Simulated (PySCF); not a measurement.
# C2Si: PBE/STO-6G

Aim: the vertical singlet–triplet gap of C2Si at PBE/STO-6G, from 2 runs. The job is set up through a Python script.

The calculation is run with PySCF 2.14.0.

29 further runs of the same task are left out: 10 that didn't finish, 19 set aside as unsound or not needed.

### 1 Starting point

The species is C2Si (3 atoms), meant as a singlet with charge 0. The shape is that of a GFN2-xTB optimisation.

Bond lengths: C1–C2 1.259 Å, C2–Si3 1.781 Å. Angles: C1–C2–Si3 180.0°.

### 2 The energy at PBE/STO-6G

File input.xyz:

```xyz
3

C     -1.111830     0.737510    -0.522770
C     -0.135170     0.089220    -0.063600
Si     1.247000    -0.826740     0.586370
```

File run.py:

```python
from pyscf import gto, dft

molecule = gto.Mole()
molecule.atom = 'input.xyz'
molecule.verbose = 3
molecule.basis = 'sto-6g'
molecule.charge = 0
molecule.max_memory = 1860
molecule.build()

mf = dft.RKS(molecule)
mf.xc = 'pbe'
mf.grids.level = 5
mf.conv_tol = 1e-10
mf.kernel()
if not mf.converged:
    mf = mf.newton().run(mf.mo_coeff, mf.mo_occ)

e_final = mf.e_tot
print('E = %.10f Eh' % e_final)
```

Launch:

```
OMP_NUM_THREADS=1 python run.py
```

The program printed:

```text
converged SCF energy = -363.96972998405
E = -363.9697299840 Eh
```

Run time: 2.4 s. Hardware: 1 thread of Arm Neoverse V2, shared host; peak memory 0.19 GiB.

### 3 The triplet, same level

File job.py:

```python
from pyscf import gto, dft

molecule = gto.M(
    atom='''
C     -1.111830     0.737510    -0.522770
C     -0.135170     0.089220    -0.063600
Si     1.247000    -0.826740     0.586370
''',
    spin=2,
    verbose=3,
    basis='sto-6g',
    max_memory=1860,
)

mf = dft.UKS(molecule, xc='pbe')
mf.conv_tol = 1e-10
mf.grids.level = 5
mf.kernel()
if not mf.converged:
    mf = mf.newton().run(mf.mo_coeff, mf.mo_occ)

e_final = mf.e_tot
print(f'total energy: {e_final:.8f} hartree')
```

Launch:

```
OMP_NUM_THREADS=1 python job.py
```

The program printed:

```text
WARN: HOMO -0.0700133056470981 >= LUMO -0.22907366477599

WARN: HOMO -0.0193796224604852 >= LUMO -0.104540331861592

WARN: HOMO -0.0204789491856154 >= LUMO -0.0942856606765774

WARN: HOMO -0.0259708187674921 >= LUMO -0.0957853552497139

WARN: HOMO -0.0262405661361075 >= LUMO -0.0909297712763414

WARN: HOMO -0.0260705421921539 >= LUMO -0.0893046792916213

WARN: HOMO -0.025225800052853 >= LUMO -0.0890926875957339

WARN: HOMO -0.0251772544854693 >= LUMO -0.0896822059814479

WARN: HOMO -0.0252130978142027 >= LUMO -0.089724915227242

WARN: HOMO -0.0252149000372076 >= LUMO -0.0897362648734897

WARN: HOMO -0.0252151882033471 >= LUMO -0.0897367077122605

WARN: HOMO -0.0252154843669431 >= LUMO -0.0897362223855704

converged SCF energy = -363.910252578574  <S^2> = 2.0242465  2S+1 = 3.016121
total energy: -363.91025258 hartree
```

It took 3.6 s on 1 thread of Arm Neoverse V2, shared host; peak memory 0.2 GiB.

### 4 Outcome

Level: PBE/STO-6G.

| quantity | value |
| --- | --- |
| singlet: total energy | -363.96973 Eh |
| singlet: dipole moment | 4.72 D |
| singlet: HOMO energy | -1.96 eV |
| singlet: LUMO energy | -0.71 eV |
| singlet: HOMO–LUMO gap | 1.25 eV |
| triplet: total energy | -363.91025 Eh |
| triplet: dipole moment | 1.85 D |
| triplet: HOMO energy (highest over α and β) | -0.69 eV |
| triplet: ⟨S²⟩ | 2.024 |
| vertical energy of the triplet above the singlet | 1.618 eV |

**Reading.** At this shape the triplet lies 1.62 eV (37 kcal/mol) above the singlet. In a minimal basis such a difference can be off by several eV, whatever the method. Mulliken charges (singlet) run from -0.39 on C2 to +0.51 on Si3; they depend strongly on the basis. Mulliken charges (triplet) run from -0.32 on C2 to +0.37 on Si3; they depend strongly on the basis.
